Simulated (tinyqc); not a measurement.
Inside a calculation. Method: ROHF in the sto-3g basis, for NH, spin multiplicity 3. This run ends on a higher stationary point, not on the lowest solution. Computed by tinyqc, a small Python program that keeps every step (integrals from PySCF). Settings: charge = 0, multiplicity = 3, basis = sto-3g, energy threshold = 1e-10, iteration cap = 74, orthogonalisation = symmetric, start = core, DIIS depth = 0, method = ROHF. Command: `OMP_NUM_THREADS=1 python tinyqc.py 21062 21063 out.jsonl` (the two numbers bound the seeds that draw the settings). One thread of a shared host (Intel(R) Xeon(R) Processor @ 2.60GHz), about 0.1 s of CPU time with the checks. Later iterations appear only in the table of the cycle.

## One-electron integrals

Geometry (angstrom):
```
atom,x,y,z
N,0.0000,0.0000,0.0000
H,0.0000,0.0000,1.8990
```

Basis sto-3g: exponents (1/bohr^2) and contraction coefficients of normalised primitives:
```
element,l (shell),exponent,coefficient
N,s (1),99.1062,0.1543
N,s (1),18.0523,0.5353
N,s (1),4.8857,0.4446
N,s (2),3.7805,-0.1000
N,s (2),0.8785,0.3995
N,s (2),0.2857,0.7001
N,p (3),3.7805,0.1559
N,p (3),0.8785,0.6077
N,p (3),0.2857,0.3920
H,s (1),3.4253,0.1543
H,s (1),0.6239,0.5353
H,s (1),0.1689,0.4446
```

Overlap, kinetic and nuclear-attraction integrals over the contracted functions; the nuclear repulsion is the sum of Za Zb / Rab.

nuclear repulsion = 1.950627 hartree

overlap S, lower triangle:
```
,1N 1s,1N 2s,1N 2px,1N 2py,1N 2pz,2H 1s
1N 1s,1.0000
1N 2s,0.2350,1.0000
1N 2px,0.0000,0.0000,1.0000
1N 2py,0.0000,0.0000,0.0000,1.0000
1N 2pz,0.0000,0.0000,0.0000,0.0000,1.0000
2H 1s,0.0078,0.1222,0.0000,0.0000,0.1419,1.0000
```

kinetic energy T (hartree), lower triangle:
```
,1N 1s,1N 2s,1N 2px,1N 2py,1N 2pz,2H 1s
1N 1s,21.9908
1N 2s,-0.1284,0.6070
1N 2px,0.0000,0.0000,1.8994
1N 2py,0.0000,0.0000,0.0000,1.8994
1N 2pz,0.0000,0.0000,0.0000,0.0000,1.8994
2H 1s,-0.0024,-0.0158,0.0000,0.0000,0.0048,0.7600
```

nuclear attraction V (hartree), lower triangle:
```
,1N 1s,1N 2s,1N 2px,1N 2py,1N 2pz,2H 1s
1N 1s,-46.4646
1N 2s,-5.4984,-7.1430
1N 2px,0.0000,0.0000,-7.0795
1N 2py,0.0000,0.0000,0.0000,-7.0795
1N 2pz,-0.0045,-0.0574,0.0000,0.0000,-7.1051
2H 1s,-0.1869,-0.5745,0.0000,0.0000,-0.5806,-3.1760
```

core Hamiltonian H = T + V (hartree), lower triangle:
```
,1N 1s,1N 2s,1N 2px,1N 2py,1N 2pz,2H 1s
1N 1s,-24.4739
1N 2s,-5.6269,-6.5360
1N 2px,0.0000,0.0000,-5.1802
1N 2py,0.0000,0.0000,0.0000,-5.1802
1N 2pz,-0.0045,-0.0574,0.0000,0.0000,-5.2057
2H 1s,-0.1893,-0.5903,0.0000,0.0000,-0.5758,-2.4160
```

## Two-electron integrals

Functions are numbered as in S; the eight-fold symmetry (ij|kl) = (ji|kl) = (kl|ij) leaves the list below.

Two-electron integrals (ij|kl) in chemists' order, unique and non-zero (hartree):
```
i,j,k,l,(ij|kl)
1,1,1,1,4.1666
2,1,1,1,0.6408
2,1,2,1,0.1175
2,2,1,1,0.9699
2,2,2,1,0.2209
2,2,2,2,0.7082
3,1,3,1,0.0210
3,2,3,1,0.0325
3,2,3,2,0.1564
3,3,1,1,0.9671
3,3,2,1,0.2210
3,3,2,2,0.7081
3,3,3,3,0.7628
4,1,4,1,0.0210
4,2,4,1,0.0325
4,2,4,2,0.1564
4,3,4,3,0.0411
4,4,1,1,0.9671
4,4,2,1,0.2210
4,4,2,2,0.7081
4,4,3,3,0.6806
4,4,4,4,0.7628
5,1,5,1,0.0210
5,2,5,1,0.0325
5,2,5,2,0.1564
5,3,5,3,0.0411
5,4,5,4,0.0411
5,5,1,1,0.9671
5,5,2,1,0.2210
5,5,2,2,0.7081
5,5,3,3,0.6806
5,5,4,4,0.6806
5,5,5,5,0.7628
6,1,1,1,0.0215
6,1,2,1,0.0039
6,1,2,2,0.0074
6,1,3,3,0.0073
6,1,4,4,0.0073
6,1,5,1,2.00e-04
6,1,5,2,3.80e-04
6,1,5,5,0.0074
6,1,6,1,1.33e-04
6,2,1,1,0.0728
6,2,2,1,0.0169
6,2,2,2,0.0627
6,2,3,3,0.0614
6,2,4,4,0.0614
6,2,5,1,0.0014
6,2,5,2,0.0121
6,2,5,5,0.0653
6,2,6,1,0.0006
6,2,6,2,0.0085
6,3,3,1,0.0014
6,3,3,2,0.0092
6,3,5,3,0.0023
6,3,6,3,0.0009
6,4,4,1,0.0014
6,4,4,2,0.0092
6,4,5,4,0.0023
6,4,6,4,0.0009
6,5,1,1,0.0699
6,5,2,1,0.0164
6,5,2,2,0.0646
6,5,3,3,0.0620
6,5,4,4,0.0620
6,5,5,1,0.0025
6,5,5,2,0.0196
6,5,5,5,0.0698
6,5,6,1,0.0006
6,5,6,2,0.0104
6,5,6,5,0.0135
6,6,1,1,0.2785
6,6,2,1,0.0654
6,6,2,2,0.2776
6,6,3,3,0.2697
6,6,4,4,0.2697
6,6,5,1,0.0045
6,6,5,2,0.0559
6,6,5,5,0.2933
6,6,6,1,0.0022
6,6,6,2,0.0553
6,6,6,5,0.0767
6,6,6,6,0.7746
```

## Orthogonalisation

S = U s U^T; symmetric (Loewdin) form X = U s^(-1/2) U^T, so that X^T S X = 1.

eigenvalues of S: 0.7287  0.8749  1.0000  1.0000  1.1177  1.2787

X, lower triangle:
```
,1N 1s,1N 2s,1N 2px,1N 2py,1N 2pz,2H 1s
1N 1s,1.0217
1N 2s,-0.1226,1.0277
1N 2px,0.0000,0.0000,1.0000
1N 2py,0.0000,0.0000,0.0000,1.0000
1N 2pz,-0.0009,0.0069,0.0000,0.0000,1.0078
2H 1s,0.0074,-0.0640,0.0000,0.0000,-0.0726,1.0136
```

## Starting guess

The start is the orbitals of the core Hamiltonian; D(s) = C_occ C_occ^T for each spin.

D(alpha) at the start, lower triangle:
```
,1N 1s,1N 2s,1N 2px,1N 2py,1N 2pz,2H 1s
1N 1s,1.0588
1N 2s,-0.2507,1.0678
1N 2px,0.0000,0.0000,1.0000
1N 2py,0.0000,0.0000,0.0000,1.0000
1N 2pz,-0.0022,0.0115,0.0000,0.0000,1.0138
2H 1s,0.0107,-0.0439,0.0000,0.0000,-0.0619,0.0055
```

D(beta) at the start, lower triangle:
```
,1N 1s,1N 2s,1N 2px,1N 2py,1N 2pz,2H 1s
1N 1s,1.0588
1N 2s,-0.2507,1.0678
1N 2px,0.0000,0.0000,0.0000
1N 2py,0.0000,0.0000,0.0000,0.0000
1N 2pz,-0.0022,0.0115,0.0000,0.0000,1.0138
2H 1s,0.0107,-0.0439,0.0000,0.0000,-0.0619,0.0055
```

## Iteration 1: building the Fock matrix

J_ij = sum D_kl (ij|kl) with D = D(alpha) + D(beta), K_ij = sum D_kl (ik|jl) for each spin; F = H + J - K(s); E = tr D H + tr D J / 2 - 0.5 sum_s tr D(s) K(s) + E_nn.

Coulomb J (hartree), lower triangle:
```
,1N 1s,1N 2s,1N 2px,1N 2py,1N 2pz,2H 1s
1N 1s,14.1213
1N 2s,2.5950,6.1731
1N 2px,0.0000,0.0000,6.1391
1N 2py,0.0000,0.0000,0.0000,6.1391
1N 2pz,0.0005,0.0005,0.0000,0.0000,6.2213
2H 1s,0.0868,0.5236,0.0000,0.0000,0.5319,2.2335
```

exchange K(alpha) (hartree), lower triangle:
```
,1N 1s,1N 2s,1N 2px,1N 2py,1N 2pz,2H 1s
1N 1s,4.2792
1N 2s,0.7394,1.2348
1N 2px,0.0000,0.0000,1.0175
1N 2py,0.0000,0.0000,0.0000,1.0175
1N 2pz,0.0001,0.0010,0.0000,0.0000,1.0183
2H 1s,0.0268,0.0885,0.0000,0.0000,0.0676,0.0147
```

exchange K(beta) (hartree), lower triangle:
```
,1N 1s,1N 2s,1N 2px,1N 2py,1N 2pz,2H 1s
1N 1s,4.2373
1N 2s,0.6745,0.9219
1N 2px,0.0000,0.0000,0.2136
1N 2py,0.0000,0.0000,0.0000,0.2136
1N 2pz,0.0001,0.0010,0.0000,0.0000,0.9361
2H 1s,0.0239,0.0701,0.0000,0.0000,0.0631,0.0129
```

F(alpha) (hartree), lower triangle:
```
,1N 1s,1N 2s,1N 2px,1N 2py,1N 2pz,2H 1s
1N 1s,-14.6317
1N 2s,-3.7712,-1.5977
1N 2px,0.0000,0.0000,-0.0586
1N 2py,0.0000,0.0000,0.0000,-0.0586
1N 2pz,-0.0041,-0.0578,0.0000,0.0000,-0.0028
2H 1s,-0.1293,-0.1552,0.0000,0.0000,-0.1115,-0.1972
```

F(beta) (hartree), lower triangle:
```
,1N 1s,1N 2s,1N 2px,1N 2py,1N 2pz,2H 1s
1N 1s,-14.5898
1N 2s,-3.7063,-1.2848
1N 2px,0.0000,0.0000,0.7453
1N 2py,0.0000,0.0000,0.0000,0.7453
1N 2pz,-0.0041,-0.0578,0.0000,0.0000,0.0794
2H 1s,-0.1264,-0.1368,0.0000,0.0000,-0.1069,-0.1953
```

total energy of this density = -53.608279 hartree

## Iteration 1: Roothaan effective Fock matrix

With projectors Pc = D(beta) S, Po = (D(alpha) - D(beta)) S, Pv = 1 - D(alpha) S, the block xy is Px^T F Py; with Fc = (F(alpha) + F(beta))/2, the blocks are Fc for cc, oo, vv and cv, F(beta) for co and F(alpha) for ov.

effective F (hartree), lower triangle:
```
,1N 1s,1N 2s,1N 2px,1N 2py,1N 2pz,2H 1s
1N 1s,-14.6108
1N 2s,-3.7387,-1.4412
1N 2px,0.0000,0.0000,0.3434
1N 2py,0.0000,0.0000,0.0000,0.3434
1N 2pz,-0.0041,-0.0578,0.0000,0.0000,0.0383
2H 1s,-0.1278,-0.1460,0.0000,0.0000,-0.1092,-0.1963
```

## Iteration 1: diagonalisation and new density

Diagonalise F' = X^T F X, C = X C', fill 5 alpha and 3 beta electrons from the bottom; D(s) = C_occ C_occ^T. Each column has its largest component positive (the first on a tie).

F' = X^T F X (hartree), lower triangle:
```
,1,2,3,4,5,6
1,-14.3389
2,-1.9639,-0.7840
3,0.0000,0.0000,0.3434
4,0.0000,0.0000,0.0000,0.3434
5,-0.0013,-0.0483,0.0000,0.0000,0.0532
6,0.0108,-0.0706,0.0000,0.0000,-0.0979,-0.1721
```

orbital energies (hartree): MO1 -14.6178, MO2 -0.5277, MO3 -0.1868, MO4 0.0904, MO5 0.3434, MO6 0.3434

coefficients C:
```
,MO1,MO2,MO3,MO4,MO5,MO6
1N 1s,0.9943,-0.2547,0.0733,0.0051,0.0000,0.0000
1N 2s,0.0231,0.9867,-0.3179,-0.0070,0.0000,0.0000
1N 2px,0.0000,0.0000,0.0000,0.0000,0.8733,-0.4872
1N 2py,0.0000,0.0000,0.0000,0.0000,0.4872,0.8733
1N 2pz,0.0006,0.1086,0.2566,0.9712,0.0000,0.0000
2H 1s,-0.0018,0.1589,0.9176,-0.4117,0.0000,0.0000
```

D(alpha) after iteration 1, lower triangle:
```
,1N 1s,1N 2s,1N 2px,1N 2py,1N 2pz,2H 1s
1N 1s,1.0590
1N 2s,-0.2517,1.0753
1N 2px,0.0000,0.0000,0.7626
1N 2py,0.0000,0.0000,0.4255,0.2374
1N 2pz,-0.0033,0.0187,0.0000,0.0000,1.0209
2H 1s,0.0229,-0.1321,0.0000,0.0000,-0.1472,1.0369
```

D(beta) after iteration 1, lower triangle:
```
,1N 1s,1N 2s,1N 2px,1N 2py,1N 2pz,2H 1s
1N 1s,1.0590
1N 2s,-0.2517,1.0753
1N 2px,0.0000,0.0000,0.0000
1N 2py,0.0000,0.0000,0.0000,0.0000
1N 2pz,-0.0082,0.0256,0.0000,0.0000,0.0776
2H 1s,0.0250,-0.1350,0.0000,0.0000,0.2527,0.8673
```

Within a degenerate level the vectors are fixed only up to a rotation; this is one choice.

## Iteration 2: building the Fock matrix

As before.

Coulomb J (hartree), lower triangle:
```
,1N 1s,1N 2s,1N 2px,1N 2py,1N 2pz,2H 1s
1N 1s,12.8030
1N 2s,2.2973,5.3502
1N 2px,0.0000,0.0000,5.3341
1N 2py,0.0000,0.0000,0.0350,5.2909
1N 2pz,0.0107,0.1172,0.0000,0.0000,5.4061
2H 1s,0.0771,0.5093,0.0000,0.0000,0.5545,3.1795
```

exchange K(alpha) (hartree), lower triangle:
```
,1N 1s,1N 2s,1N 2px,1N 2py,1N 2pz,2H 1s
1N 1s,4.2585
1N 2s,0.7070,1.0804
1N 2px,0.0000,0.0000,0.8055
1N 2py,0.0000,0.0000,0.3071,0.4265
1N 2pz,0.0001,0.0040,0.0000,0.0000,0.9824
2H 1s,0.0249,0.1073,0.0000,0.0000,0.1137,0.7902
```

exchange K(beta) (hartree), lower triangle:
```
,1N 1s,1N 2s,1N 2px,1N 2py,1N 2pz,2H 1s
1N 1s,4.2179
1N 2s,0.6447,0.7843
1N 2px,0.0000,0.0000,0.1768
1N 2py,0.0000,0.0000,0.0000,0.1768
1N 2pz,0.0008,0.0406,0.0000,0.0000,0.2752
2H 1s,0.0230,0.0966,0.0000,0.0000,0.1556,0.7064
```

F(alpha) (hartree), lower triangle:
```
,1N 1s,1N 2s,1N 2px,1N 2py,1N 2pz,2H 1s
1N 1s,-15.9294
1N 2s,-4.0366,-2.2662
1N 2px,0.0000,0.0000,-0.6515
1N 2py,0.0000,0.0000,-0.2721,-0.3157
1N 2pz,0.0061,0.0559,0.0000,0.0000,-0.7820
2H 1s,-0.1372,-0.1884,0.0000,0.0000,-0.1350,-0.0267
```

F(beta) (hartree), lower triangle:
```
,1N 1s,1N 2s,1N 2px,1N 2py,1N 2pz,2H 1s
1N 1s,-15.8888
1N 2s,-3.9742,-1.9701
1N 2px,0.0000,0.0000,-0.0229
1N 2py,0.0000,0.0000,0.0350,-0.0661
1N 2pz,0.0054,0.0192,0.0000,0.0000,-0.0748
2H 1s,-0.1353,-0.1777,0.0000,0.0000,-0.1769,0.0572
```

total energy of this density = -53.708732 hartree

## Iteration 2: Roothaan effective Fock matrix

As before.

effective F (hartree), lower triangle:
```
,1N 1s,1N 2s,1N 2px,1N 2py,1N 2pz,2H 1s
1N 1s,-15.9091
1N 2s,-4.0053,-2.1181
1N 2px,0.0000,0.0000,-0.3372
1N 2py,0.0000,0.0000,-0.1185,-0.1909
1N 2pz,0.0049,0.0353,0.0000,0.0000,-0.3815
2H 1s,-0.1360,-0.1862,0.0000,0.0000,-0.1077,-0.0181
```

## Iteration 2: diagonalisation and new density

As before.

F' = X^T F X (hartree), lower triangle:
```
,1,2,3,4,5,6
1,-15.6377
2,-2.0003,-1.4440
3,0.0000,0.0000,-0.3372
4,0.0000,0.0000,-0.1185,-0.1909
5,-0.0032,0.0435,0.0000,0.0000,-0.3712
6,0.0115,-0.0883,0.0000,0.0000,-0.0849,0.0120
```

orbital energies (hartree): MO1 -15.9142, MO2 -1.1759, MO3 -0.4034, MO4 -0.3884, MO5 -0.1248, MO6 0.0376

coefficients C:
```
,MO1,MO2,MO3,MO4,MO5,MO6
1N 1s,0.9953,-0.2598,0.0000,-0.0070,0.0000,0.0281
1N 2s,0.0193,1.0261,0.0000,0.0241,0.0000,-0.1462
1N 2px,0.0000,0.0000,0.8733,0.0000,-0.4872,0.0000
1N 2py,0.0000,0.0000,0.4872,0.0000,0.8733,0.0000
1N 2pz,-0.0002,-0.0449,0.0000,0.9687,0.0000,-0.2838
2H 1s,-0.0014,0.0115,0.0000,0.1439,0.0000,1.0080
```

D(alpha) after iteration 2, lower triangle:
```
,1N 1s,1N 2s,1N 2px,1N 2py,1N 2pz,2H 1s
1N 1s,1.0582
1N 2s,-0.2476,1.0539
1N 2px,0.0000,0.0000,1.0000
1N 2py,0.0000,0.0000,0.0000,1.0000
1N 2pz,0.0047,-0.0227,0.0000,0.0000,0.9404
2H 1s,-0.0054,0.0153,0.0000,0.0000,0.1389,0.0208
```

D(beta) after iteration 2, lower triangle:
```
,1N 1s,1N 2s,1N 2px,1N 2py,1N 2pz,2H 1s
1N 1s,1.0581
1N 2s,-0.2474,1.0533
1N 2px,0.0000,0.0000,0.7626
1N 2py,0.0000,0.0000,0.4255,0.2374
1N 2pz,0.0115,-0.0461,0.0000,0.0000,0.0020
2H 1s,-0.0044,0.0118,0.0000,0.0000,-0.0005,0.0001
```

## Iteration 3: building the Fock matrix

As before.

Coulomb J (hartree), lower triangle:
```
,1N 1s,1N 2s,1N 2px,1N 2py,1N 2pz,2H 1s
1N 1s,14.0687
1N 2s,2.5834,6.1448
1N 2px,0.0000,0.0000,6.1741
1N 2py,0.0000,0.0000,0.0350,6.1309
1N 2pz,-0.0029,-0.0133,0.0000,0.0000,6.1095
2H 1s,0.0864,0.5182,0.0000,0.0000,0.5232,2.2279
```

exchange K(alpha) (hartree), lower triangle:
```
,1N 1s,1N 2s,1N 2px,1N 2py,1N 2pz,2H 1s
1N 1s,4.2771
1N 2s,0.7374,1.2266
1N 2px,0.0000,0.0000,1.0145
1N 2py,0.0000,0.0000,0.0000,1.0145
1N 2pz,0.0002,-0.0054,0.0000,0.0000,0.9908
2H 1s,0.0269,0.1138,0.0000,0.0000,0.1261,0.0621
```

exchange K(beta) (hartree), lower triangle:
```
,1N 1s,1N 2s,1N 2px,1N 2py,1N 2pz,2H 1s
1N 1s,4.2364
1N 2s,0.6743,0.9191
1N 2px,0.0000,0.0000,0.7627
1N 2py,0.0000,0.0000,0.3071,0.3837
1N 2pz,-0.0004,-0.0362,0.0000,0.0000,0.2139
2H 1s,0.0226,0.0732,0.0000,0.0000,0.0118,0.0101
```

F(alpha) (hartree), lower triangle:
```
,1N 1s,1N 2s,1N 2px,1N 2py,1N 2pz,2H 1s
1N 1s,-14.6822
1N 2s,-3.7808,-1.6179
1N 2px,0.0000,0.0000,-0.0206
1N 2py,0.0000,0.0000,0.0350,-0.0637
1N 2pz,-0.0076,-0.0653,0.0000,0.0000,-0.0870
2H 1s,-0.1299,-0.1859,0.0000,0.0000,-0.1787,-0.2501
```

F(beta) (hartree), lower triangle:
```
,1N 1s,1N 2s,1N 2px,1N 2py,1N 2pz,2H 1s
1N 1s,-14.6415
1N 2s,-3.7177,-1.3103
1N 2px,0.0000,0.0000,0.2313
1N 2py,0.0000,0.0000,-0.2721,0.5671
1N 2pz,-0.0070,-0.0345,0.0000,0.0000,0.6898
2H 1s,-0.1255,-0.1453,0.0000,0.0000,-0.0644,-0.1982
```

total energy of this density = -53.658135 hartree

## Iteration 3: Roothaan effective Fock matrix

As before.

effective F (hartree), lower triangle:
```
,1N 1s,1N 2s,1N 2px,1N 2py,1N 2pz,2H 1s
1N 1s,-14.6619
1N 2s,-3.7492,-1.4637
1N 2px,0.0000,0.0000,0.1054
1N 2py,0.0000,0.0000,-0.1185,0.2517
1N 2pz,-0.0059,-0.0459,0.0000,0.0000,0.2865
2H 1s,-0.1273,-0.1623,0.0000,0.0000,-0.0740,-0.1955
```

## Iteration 3: diagonalisation and new density

As before.

F' = X^T F X (hartree), lower triangle:
```
,1,2,3,4,5,6
1,-14.3900
2,-1.9662,-0.8036
3,0.0000,0.0000,0.1054
4,0.0000,0.0000,-0.1185,0.2517
5,-0.0048,-0.0352,0.0000,0.0000,0.3002
6,0.0137,-0.0871,0.0000,0.0000,-0.0810,-0.1730
```

orbital energies (hartree): MO1 -14.6688, MO2 -0.5488, MO3 -0.1629, MO4 0.0392, MO5 0.3141, MO6 0.3178

coefficients C:
```
,MO1,MO2,MO3,MO4,MO5,MO6
1N 1s,0.9944,-0.2548,0.0724,0.0000,0.0035,0.0000
1N 2s,0.0229,0.9873,-0.3161,0.0000,-0.0073,0.0000
1N 2px,0.0000,0.0000,0.0000,0.8733,0.0000,-0.4872
1N 2py,0.0000,0.0000,0.0000,0.4872,0.0000,0.8733
1N 2pz,0.0007,0.0517,0.0791,0.0000,1.0060,0.0000
2H 1s,-0.0018,0.1769,0.9756,0.0000,-0.2321,0.0000
```

D(alpha) after iteration 3, lower triangle:
```
,1N 1s,1N 2s,1N 2px,1N 2py,1N 2pz,2H 1s
1N 1s,1.0590
1N 2s,-0.2517,1.0753
1N 2px,0.0000,0.0000,0.7626
1N 2py,0.0000,0.0000,0.4255,0.2374
1N 2pz,-0.0033,0.0187,0.0000,0.0000,1.0209
2H 1s,0.0229,-0.1321,0.0000,0.0000,-0.1472,1.0369
```

D(beta) after iteration 3, lower triangle:
```
,1N 1s,1N 2s,1N 2px,1N 2py,1N 2pz,2H 1s
1N 1s,1.0590
1N 2s,-0.2517,1.0753
1N 2px,0.0000,0.0000,0.0000
1N 2py,0.0000,0.0000,0.0000,0.0000
1N 2pz,-0.0067,0.0260,0.0000,0.0000,0.0089
2H 1s,0.0237,-0.1338,0.0000,0.0000,0.0863,0.9830
```

## Convergence

Stop when the energy changes by less than 1e-10 hartree and every element of the error matrix X^T (F D S - S D F) X is below 3e-06.

Course of the cycle:
```
iteration,E (hartree),change,largest element of the error matrix
1,-53.608279,-,1.99e-01
2,-53.708732,-1.00e-01,1.85e-01
3,-53.658135,5.06e-02,1.58e-01
4,-53.648229,9.91e-03,1.43e-01
5,-53.640492,7.74e-03,1.44e-01
6,-53.646988,-6.50e-03,1.42e-01
7,-53.640381,6.61e-03,1.44e-01
8,-53.647031,-6.65e-03,1.42e-01
9,-53.640376,6.66e-03,1.44e-01
10,-53.647037,-6.66e-03,1.42e-01
11,-53.640375,6.66e-03,1.44e-01
12,-53.647037,-6.66e-03,1.42e-01
13,-53.640375,6.66e-03,1.44e-01
14,-53.647037,-6.66e-03,1.42e-01
...,...,...,...
61,-53.817659,3.30e-02,2.11e-01
62,-53.850707,-3.30e-02,3.70e-01
63,-53.817659,3.30e-02,2.11e-01
64,-53.850707,-3.30e-02,3.70e-01
65,-53.817659,3.30e-02,2.11e-01
66,-53.850707,-3.30e-02,3.70e-01
67,-53.817659,3.30e-02,2.11e-01
68,-53.850707,-3.30e-02,3.70e-01
69,-53.817659,3.30e-02,2.11e-01
70,-53.850707,-3.30e-02,3.70e-01
71,-53.817659,3.30e-02,2.11e-01
72,-53.850707,-3.30e-02,3.70e-01
73,-53.817659,3.30e-02,2.11e-01
74,-53.850707,-3.30e-02,3.70e-01
```

PySCF ROHF in the same basis = -54.062051 hartree

Not converged within the cap of 74 iterations: the residual has stopped falling: the iteration swings between two states. Reruns (cap 100 unless said): DIIS 8: converged in 10 to a higher stationary point; atomic densities as start, DIIS 8: converged in 7; the original settings with a cap of 400: not converged.
